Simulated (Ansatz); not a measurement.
System: bcc V. Method: PBEsol (plane waves, PAW; Ansatz, a quantum-chemistry and plane-wave program).

A relaxed, unreconstructed slab of the (211) face has 12 atoms, two equal faces of 10.732 Å² each and an energy of -34619.4789 eV. A bulk cell of 6 atoms with the same orientation and in-plane k mesh has -17311.7503 eV. Energies are extrapolated to zero smearing.

Settings: plane-wave cutoff 500 eV, 14×22×1 k mesh (along the axes of the cell as run), Fermi–Dirac smearing 0.1 eV, scalar-relativistic PAW data made under PBE.

Worked out: γ = (E_slab − N E_bulk per atom)/2A = [-34619.4789 − 12 × (-17311.7503/6)]/(2 × 10.732) = 0.1874 eV/Å². With 16.022 J/m² per eV/Å² this is 3.00 J/m², or 2.01 eV per surface cell and face.
